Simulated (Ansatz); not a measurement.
## C2H5O, SMILES CC[O]: a ladder of methods at one geometry

Run with Ansatz 0.2.0 through its Python package.

`c2h5o.xyz`
```text
8

C    -0.45092    0.59807   -0.26597
C     0.42660   -0.54270    0.24589
O     1.66651   -0.27124    0.56044
H    -1.45401    0.24256   -0.48568
H    -0.01478    1.02364   -1.16701
H    -0.50424    1.38679    0.48122
H     0.40591   -1.39377   -0.48621
H    -0.07507   -1.04335    1.11732
```

The script, `methods.py`:
```python
'''One geometry of C2H5O, method by method.'''

import ansatz as az

mol = az.Crystal.molecule_from_extxyz('c2h5o.xyz')

base = mol.calculation().basis(gaussian='def2-SVP').spin('collinear', total=1)

methods = ['mp2', 'ccsd', 'ccsd_t']
batch = az.Session.batch([base.correlation(m).input() for m in methods])
reports = sorted(batch.plan().execute().molecular_reports, key=lambda each: each['member'])
print(f'Hartree-Fock reference {reports[0]["reference_energy_ev"] / 27.211386246:.6f} Ha')
best = reports[-1]['free_energy_ev'] - reports[-1]['reference_energy_ev']
for method, each in zip(methods, reports):
    gained = each['free_energy_ev'] - each['reference_energy_ev']
    print(f'{method:8s} total {each["free_energy_ev"] / 27.211386246:.6f} Ha  correlation {gained:9.4f} eV  ({100 * gained / best:.1f} % of the last)')
```

`python methods.py` gives:
```text
Hartree-Fock reference -153.339160 Ha
mp2      total -153.768562 Ha  correlation  -11.6846 eV  (88.5 % of the last)
ccsd     total -153.812723 Ha  correlation  -12.8863 eV  (97.6 % of the last)
ccsd_t   total -153.824333 Ha  correlation  -13.2022 eV  (100.0 % of the last)
```

Caveats:
- These settings explore the input space; basis and method may be short of convergence.
- The geometry is a force-field or estimated start, not a minimum of this method, and the basis set is short of its limit. A lower total doesn't mark the better method: functionals have no common bound, and MP2 and coupled cluster aren't variational.
- The species is open-shell (spin multiplicity 2).
- Inner cores stay frozen, so this is valence correlation.

(Lines on the test bed's own set-up are left out of the output.)
